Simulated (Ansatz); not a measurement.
Debugging a geometry optimisation of C₃H₅N, SMILES C1=CNC1 (the Python package of Ansatz (0.2.0)).

The cells in order, each with its output:

**Cell 1**
```python
import ansatz as az
from ase import Atoms
import numpy as np

config = {
    "basis": "cc-pVDZ",
    "xc": "b3lyp",
}
```

**Cell 2**
```python
atoms = Atoms(["C", "C", "N", "C", "H", "H", "H", "H", "H"], positions=[
    [-0.5923, 0.7317, -0.0622],
    [0.6801, 0.746, -0.3384],
    [0.7461, -0.5585, -0.301],
    [-0.5011, -0.6913, 0.1662],
    [-1.4009, 1.5261, 0.0129],
    [1.3999, 1.5659, -0.5353],
    [1.5221, -1.0082, 0.2802],
    [-1.129, -1.3321, -0.4898],
    [-0.6364, -1.0259, 1.2502],
])
geometry = az.Crystal.molecule_from_ase(atoms)
```

**Cell 3**
```python
job = (
    geometry.calculation()
    .basis(gaussian=config["basis"])
    .functional(config["xc"])
    .stress()
)
symbols = [site.symbol for site in geometry.cartesian_sites]
start = np.array([site.position_ang for site in geometry.cartesian_sites], dtype=float)
def progress(event):
    if event["event"] == "relax_step":
        row = event["data"]
        print(f"step {row['step']:3d}  E = {row['lagrangian_ev']:.6f} eV  largest force component {row['allowed_force_max_ev_ang']:.4f} eV/A")
```

**Cell 4**
```python
data = job.relax(force_tolerance=0.02, max_steps=30).session().plan().execute(on_event=progress).report
end = np.array(data["positions_ang"])
```
Output:
```text
Traceback (most recent call last):
  File "<cell 4>", line 1, in <module>
    data = job.relax(force_tolerance=0.02, max_steps=30).session().plan().execute(on_event=progress).report
           ~~~~~~~~~~~~~~~~~~~~~~~~~~~~~~~~~~~~~~~~~~~~~~~~~~~~~^^
  ...
ansatz.RefusalError: invalid value for `basis.gaussian`: such a run doesn't read output.stress; remove what it names
```

Why does it end like this?

The fault: a molecule has no stress. The cap on steps that the faulty run carried goes too. The correction:

```diff
--- before
+++ after
@@
     .functional(config["xc"])
-    .stress()
 )
@@
 # %%
-data = job.relax(force_tolerance=0.02, max_steps=30).session().plan().execute(on_event=progress).report
+data = job.relax(force_tolerance=0.02).session().plan().execute(on_event=progress).report
 end = np.array(data["positions_ang"])
```

Notebook, run cell by cell (the value of a cell's last expression is shown):

(earlier cells as before)

```python
job = (
    geometry.calculation()
    .basis(gaussian=config["basis"])
    .functional(config["xc"])
)
symbols = [site.symbol for site in geometry.cartesian_sites]
start = np.array([site.position_ang for site in geometry.cartesian_sites], dtype=float)
def progress(event):
    if event["event"] == "relax_step":
        row = event["data"]
        print(f"step {row['step']:3d}  E = {row['lagrangian_ev']:.6f} eV  largest force component {row['allowed_force_max_ev_ang']:.4f} eV/A")
```

```python
data = job.relax(force_tolerance=0.02).session().plan().execute(on_event=progress).report
end = np.array(data["positions_ang"])
```

    step   1  E = -4679.326612 eV  largest force component 9.6420 eV/A
    step   2  E = -4680.381758 eV  largest force component 3.7769 eV/A
    step   3  E = -4680.586421 eV  largest force component 0.8126 eV/A
    step   4  E = -4680.542019 eV  largest force component 1.1544 eV/A
    step   5  E = -4680.609377 eV  largest force component 0.3038 eV/A
    step   6  E = -4680.619919 eV  largest force component 0.1493 eV/A
    step   7  E = -4680.623038 eV  largest force component 0.0413 eV/A
    step   8  E = -4680.623301 eV  largest force component 0.0140 eV/A

```python
print(f"E = {data['free_energy_ev']:.6f} eV = {data['free_energy_ev'] / 27.211386246:.7f} Ha")
print("converged:", data["converged"], " doubts:", data["published_state_doubts"] or "none")

print("final positions (A) and the move of each atom")
for symbol, xyz, old in zip(symbols, end, start):
    print(f"{symbol:2s} {xyz[0]:10.5f} {xyz[1]:10.5f} {xyz[2]:10.5f}   {np.linalg.norm(xyz - old):7.4f}")
```

    E = -4680.623500 eV = -172.0097410 Ha
    converged: True  doubts: none
    final positions (A) and the move of each atom
    C    -0.62768    0.79720    0.00747    0.1020
    C     0.68036    0.79856   -0.32690    0.0538
    N     0.86365   -0.62019   -0.32020    0.1341
    C    -0.56074   -0.71137    0.17053    0.0631
    H    -1.43218    1.52953    0.00552    0.0323
    H     1.43441    1.53956   -0.60541    0.0825
    H     1.56628   -0.97187    0.33813    0.0814
    H    -1.19681   -1.32219   -0.49145    0.0685
    H    -0.63880   -1.08553    1.20511    0.0748

```python
charges = data["charge_distribution"]
dipole = np.array(charges["dipole_moment_e_ang"]) * 4.803205
print("dipole (D): {:.3f} {:.3f} {:.3f}, length {:.3f}".format(*dipole, np.linalg.norm(dipole)))
print("atom  Mulliken   Lowdin")
for symbol, m, l in zip(symbols, charges["mulliken_charges_e"], charges["lowdin_charges_e"]):
    print(f"{symbol:4s} {m:9.3f} {l:8.3f}")
with open("c3h5n_opt.xyz", "w") as handle:
    handle.write(f"{len(symbols)}\nrelaxed C3H5N\n")
    handle.writelines(f"{s:2s} {x:11.6f} {y:11.6f} {z:11.6f}\n" for s, (x, y, z) in zip(symbols, end))
```

    dipole (D): 0.196 -0.071 1.025, length 1.046
    atom  Mulliken   Lowdin
    C       -0.162   -0.097
    C        0.124   -0.093
    N       -0.197    0.192
    C        0.141   -0.004
    H       -0.034    0.003
    H       -0.014   -0.001
    H        0.081   -0.013
    H        0.032    0.005
    H        0.029    0.006

It writes `c3h5n_opt.xyz`:
```text
9
relaxed C3H5N
C    -0.627680    0.797204    0.007471
C     0.680359    0.798564   -0.326895
N     0.863648   -0.620188   -0.320204
C    -0.560742   -0.711369    0.170525
H    -1.432178    1.529527    0.005517
H     1.434415    1.539561   -0.605408
H     1.566285   -0.971873    0.338131
H    -1.196805   -1.322191   -0.491453
H    -0.638801   -1.085534    1.205115
```

Caveats:
- Total energies depend on the basis set; only differences at equal settings carry meaning.
- The end point is the stationary point reached from this start; no frequency run checks that it is a minimum, and the basis set is modest.
- The Löwdin charges here are taken after orthogonalising the functions within each atom; they differ from plain Löwdin charges, and their signs can be unphysical.
- b3lyp holds the VWN-RPA fit, as in Gaussian; the form of ORCA and Turbomole is b3lyp5.
- Timing: 24 s on 1 thread of Arm Neoverse V1, with other jobs on the host, peak memory 0.22 GiB.
